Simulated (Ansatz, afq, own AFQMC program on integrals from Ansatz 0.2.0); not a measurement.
## Where AFQMC and coupled cluster stand for Mn, sextet

A free Mn atom.

Basis def2-TZVPP. Noble-gas cores (and the filled d shells of Ga–Kr and In–Xe) are frozen. Integrals, coupled cluster, full CI and functionals: Ansatz 0.2.0; the random walks run on the same integrals in our own AFQMC program. The CISD trial takes its coefficients from CCSD amplitudes. Released means that phaseless walkers are propagated on without the constraint, phases kept. Free projection: walkers drawn from exp(T), propagated without any constraint. Its projection time is finite, and what remains of the start isn't in its error. ± is one standard error of the sampling. The metal's outer-core s and p shells are frozen, which shifts wave-function levels against functionals.

Determinant: UHF, the one that the program's search chose, which needn't be the lowest solution.

No full CI on the walks' own integrals is used here; CCSDT(Q) serves as the reference and is uncertain by about the last step of the cluster series.

Cautions: no relativity below Rb; outer-core shells of the metal frozen; the ph-AFQMC/HF walk drifts between its halves (2.7 errors).

```
T1 diagnostic                               : 0.0217
weight of the determinant in the CISD state : 0.916
⟨S²⟩ of the determinant                     : 8.770
size of the correlated space                : 7 electrons in 55 orbitals
```

```tsv
level	correlation energy (eV)
MP2	-3.1724
CCSD	-3.5723
CCSD(T)	-3.6721
```

Problem. Estimate where phaseless AFQMC with a CISD trial lies against CCSD(T) on the same integrals.

Solution. 0.6 ± 0.2 kJ/mol below CCSD(T).

Reference: CCSDT(Q), correlation energy -3.687 eV. The released energy is read at 1.50 1/Eh (meV from the phaseless value at times in 1/Eh: -3.1 ± 1.7 at 0.24, -4.6 ± 1.4 at 0.50, -4.0 ± 1.3 at 1.00, -7.6 ± 1.7 at 1.50).

| level | E − E(reference) (kJ/mol) | share of correlation (%) |
| --- | --- | --- |
| CCSD(T) | 1.5 | 99.59 |
| CCSDT | 0.2 | 99.94 |
| ph-AFQMC/HF | 4.4 ± 1.5 | 98.75 |
| ph-AFQMC/CISD | 0.9 ± 0.2 | 99.75 |
| released AFQMC | 0.2 ± 0.2 | 99.95 |
| free AFQMC | 0.2 ± 0.3 | 99.95 |

Free projections are given only where their last times agree within the noise and don't stop above the reference; a slow remainder of the start can still hide under it. A walk keeps the symmetry of its determinant, which the program's search chose and which needn't be the lowest solution, so a lower state of the same spin and another symmetry isn't excluded. Released energies are given only where the last usable release times agree within the noise; a slower fall can still hide under it.
